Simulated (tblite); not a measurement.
C3H6 (triplet state).
InChI=1S/C3H6/c1-3-2/h1-2H3

The geometry is computed with GFN2-xTB (gas phase). This method treats the open shell by occupation alone, without spin polarisation.

Masses are those of the commonest isotopes; rigid-rotor values at the optimised geometry. 

Problem. What are A, B and C (MHz)?

Solution. Ia = 9.08, Ib = 64.00, Ic = 66.72 u·Å²; 505379 MHz·u·Å²/I gives A = 55676, B = 7897, C = 7575 MHz.

Problem. Classify the top.

Solution. A near-prolate asymmetric top. Ray's parameter κ = (2B − A − C)/(A − C) = -0.987; −1 is the prolate and +1 the oblate limit.

Problem. What does the inertial defect say?

Solution. Not planar: Δ = Ic − Ia − Ib = -6.36 u·Å². For a rigid frame Δ = −2 Σ m c², so Σ m c² = 3.18 u·Å² lies off the ab plane, practically all of it from hydrogen. The atom farthest from that plane is 0.89 Å away.

Problem. Estimate the classical rotational partition function at 25 K, 100 K and 298.15 K.

Solution. Point group C2v, symmetry number σ = 2; q = (√π/σ)·√((kT/h)³/(ABC)), k/h = 20836.6 MHz/K: 183 at 25 K, 1460 at 100 K, 7520 at 298.15 K.

For this open shell read J as N, the rotation without spin; fine and hyperfine splittings come on top. Its GFN2-xTB frequencies are all real (lowest 77 cm⁻¹). This triplet need not be the ground state; the singlet was not compared here. These are rigid-rotor constants of the computed structure; measured ground-state constants (B0) also hold zero-point vibration.

The run took 0.16 s of wall time on an Arm Neoverse V1 with one thread, shared host with 32 logical CPUs at a one-minute load of 12. That covers the optimisation of the geometry.
